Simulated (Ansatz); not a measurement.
## Ansatz (development build ahead of 0.2.0) run

```yaml
crystal:
  periodic: [false, false, false]
  atoms:
    - { symbol: H, position_ang: [-0.04012, -0.0069, -1.59712] }
    - { symbol: C, position_ang: [-0.03241, -0.00411, -0.55279] }
    - { symbol: O, position_ang: [-0.03379, -0.03223, 0.60735] }
basis:
  gaussian: { orbitals: aug-cc-pVDZ }
total_charge: 1
hamiltonian:
  xc: hf
correlation:
  method: mp2
  frozen_orbitals: { C: 1, H: 0, O: 1 }
```

The input is written out in the form of the current development build from the run's settings.

Results

```json
{
 "Converged": "yes",
 "Reference energy": "-112.96577 hartree",
 "Correlation energy": "-0.32117 hartree",
 "Total energy": "-113.28694 hartree",
 "Spin squared of the determinant": "0.000"
}
```
